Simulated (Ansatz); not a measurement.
Au (model structure, started from the omega type, P6/mmm, No. 191, 3 atoms in the cell): properties by level of theory

| level (code) | lattice parameter a (Å) | c axis length (Å) |
|---|---|---|
| PBE (Ansatz) | ? | 2.818 |
| PBEsol (Ansatz) | 4.661 | ? |
| PBE-D3(BJ) (Ansatz) | 4.685 | ? |

### Question
What belongs in the gaps?

### Answer

- PBE (Ansatz, an electronic-structure program), lattice parameter a (Å): 4.749
- PBEsol (Ansatz), c axis length (Å): 2.768
- PBE-D3(BJ) (Ansatz), c axis length (Å): 2.782

Ansatz's density-functional and Hartree–Fock values are scalar-relativistic unless marked +SOC, with PAW data made under PBE.

A model structure was made by putting elements into a prototype or built by hand; it is no filed structure, need not be a known phase, and can be a saddle point held by its symmetry.
